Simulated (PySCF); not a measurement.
## nitrogen trifluoride: calculation against experiment

**What was measured.**

NIST CCCBDB Release 22 (SRD 101), experimental dipoles lists, for the gas: dipole moment (microwave Stark effect) 0.235 D.

The results are set against them at the end.

Nitrogen trifluoride, NF3.
Numbering: `[F:1][N:2]([F:3])[F:4]`

Structure used (PBE0-D3(BJ)/def2-SVP), in Å, numbered top down from 1:
```
atom  x, y, z in Å
F1    -0.5514    1.0728   -0.1658
N2     0.0076   -0.0031    0.4329
F3    -0.6444   -1.0331   -0.1513
F4     1.2262   -0.0619   -0.1488
```

Runs made with PySCF (gas phase, on this PBE0-D3(BJ)/def2-SVP geometry; no spin–orbit coupling):

```csv
level,job,basis functions,wall time
"PBE0-D3(BJ)/def2-SVP, grid level 1",geometry optimisation from a GFN2-xTB start shaken at random,56,5.1 s
PBE0/IGLO-III,"shieldings, charges and field gradients",140,4.8 s
PBE0/aug-cc-pVDZ,"shieldings, charges and field gradients",92,3.0 s
PBE0/cc-pVDZ,"shieldings, charges and field gradients",56,2.0 s
PBE0/cc-pVTZ,"shieldings, charges and field gradients",120,4.5 s
PBE0/pcSseg-3,"shieldings, charges and field gradients",288,25 s
B97-2/pcJ-1,spin–spin couplings from 4 perturbed nuclei,108,3.8 s
HF/pcJ-1,spin–spin couplings from 4 perturbed nuclei,108,1.8 s
KT2/pcJ-1,spin–spin couplings from 4 perturbed nuclei,108,4.3 s
LDA/pcJ-1,spin–spin couplings from 4 perturbed nuclei,108,2.6 s
PBE/pcJ-1,spin–spin couplings from 4 perturbed nuclei,108,3.7 s
PBE0/pcJ-1,spin–spin couplings from 4 perturbed nuclei,108,3.8 s
```

Hardware: one thread of an Arm Neoverse V1, on a shared host.

Results beside the measurements:

**Dipole moment.** Measured: 0.235 D (NIST CCCBDB Release 22 (SRD 101), experimental dipoles).

```
               level  computed (D)  computed − measured (D)
PBE0-D3(BJ)/def2-SVP         0.057                   -0.178
       PBE0/IGLO-III         0.111                   -0.124
    PBE0/aug-cc-pVDZ         0.150                   -0.085
        PBE0/cc-pVDZ         0.090                   -0.145
        PBE0/cc-pVTZ         0.078                   -0.157
       PBE0/pcSseg-3         0.135                   -0.100
         B97-2/pcJ-1         0.159                   -0.076
            HF/pcJ-1         0.394                   +0.159
           KT2/pcJ-1         0.098                   -0.137
           LDA/pcJ-1         0.019                   -0.216
           PBE/pcJ-1         0.040                   -0.195
          PBE0/pcJ-1         0.143                   -0.092
```

12 of the 13 levels run are shown, the closest and the furthest among them. Closest is B97-2/pcJ-1 (-0.076 D), furthest LDA/pcJ-1 (-0.216 D); one molecule doesn't rank methods. The computed dipoles belong to one fixed geometry; measured ones are averaged over vibrations unless marked μe. Magnitudes are compared, not signs.

No measured geometry was used, and the causes of the misses weren't examined.
